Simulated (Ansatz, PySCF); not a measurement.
Bond stretch in SMILES Cl[Si](Cl)(Cl)Cl. The Si1–Cl5 bond (Si1 also carries Cl, Cl, Cl; Cl5 carries nothing else) is pulled apart rigidly from the PBE0/def2-TZVP optimised geometry.

Computed with: RKS-TPSSh = restricted TPSSh/cc-pVDZ run with PySCF 2.14.0; RHF/cc-pVDZ (PySCF); UKS-PBE = unrestricted PBE/cc-pVDZ (Ansatz, a program for electronic structure).

Energies are in kJ/mol, each relative to the lowest point of its own curve near equilibrium.

| R / Å | RKS-TPSSh | RHF | UKS-PBE |
|---|---|---|---|
| 1.53 | 625.9 | 640.0 | 636.5 |
| 1.62 | 363.9 | 370.6 | 373.2 |
| 1.72 | 181.0 | 182.5 | 188.6 |
| 1.84 | 61.1 | 59.6 | 66.4 |
| 1.88 | 38.0 | 36.2 | 42.4 |
| 1.97 | 7.6 | 6.1 | 10.2 |
| 2.02 | 0.8 | 0.0 | 2.3 |
| 2.09 | 0.0 | 0.8 | 0.0 |
| 2.15 | 5.6 | 8.3 | 4.3 |
| 2.22 | 17.4 | 22.7 | 14.6 |
| 2.36 | 51.9 | 63.5 | 46.3 |
| 2.52 | 99.9 | 120.1 | 91.2 |
| 2.73 | 165.1 | 197.6 | 152.5 |
| 3.00 | 241.4 | 290.9 | 224.2 |
| 3.36 | 322.6 | 396.2 | 300.1 |
| 3.63 | 368.9 | 461.2 | 340.8 |
| 4.05 | 420.9 | 542.2 | 375.3 |
| 4.44 | 452.5 | 599.4 | 391.9 |
| 4.99 | 479.0 | 656.6 | 403.8 |
| 5.49 | 492.4 | 691.1 | 409.0 |
| 6.14 | 502.0 | 720.4 | 412.0 |

At the longest distance, 6.14 Å, RHF lies highest above its minimum (720.4 kJ/mol) and UKS-PBE lowest (412.0 kJ/mol).

At the longest distance RKS-TPSSh leaves fractional charges on the fragments, a sign of delocalisation error or of the restricted form. The restricted form behind RKS-TPSSh, RHF keeps the bonding electrons paired and can't separate into open-shell fragments. The unrestricted determinant behind UKS-PBE is spin-contaminated at 3.63 to 6.14 Å (<S²> up to 0.8, against 0.00 for a pure singlet).
